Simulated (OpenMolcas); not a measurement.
# BOF (fluoro(oxo)borane): the vertical ionisation energy from total energies

BOF: 3 atoms, total charge 0, spin state singlet. SMILES: `O=BF`. Geometry: relaxed at PBE0-D4/def2-TZVP.

```xyz
3

O     0.9831   -0.5651    0.4799
B     0.0203   -0.0116    0.0099
F    -1.0034    0.5768   -0.4898
```

Both states at this one shape; open shells run unrestricted unless said. 1 Eh = 27.2114 eV.

```
                            level     program  singlet BOF (Eh)  doublet BOF+ (Eh)  HOMO of the first (eV)
HF/STO-3G, open shells restricted  OpenMolcas       -196.327840        -195.993700                  -10.65
                     B3LYP/STO-3G  OpenMolcas       -197.185618        -196.794181                   -6.16
```

Work out the vertical ionisation energy at each level.


1. HF/STO-3G, open shells restricted: -195.993700 − (-196.327840) = 0.334140 Eh = 9.09 eV; −ε(HOMO) = 10.65 eV.
2. B3LYP/STO-3G: -196.794181 − (-197.185618) = 0.391437 Eh = 10.65 eV; −ε(HOMO) = 6.16 eV.

No measured value is set beside it here; the levels span 9.09 to 10.65 eV. In Hartree–Fock, −ε(HOMO) (Koopmans) exceeds the difference of totals by the orbital relaxation of the ion. Hartree–Fock favours the state with fewer electron pairs, since it lacks pair correlation. Minimal sets are far from the basis-set limit.
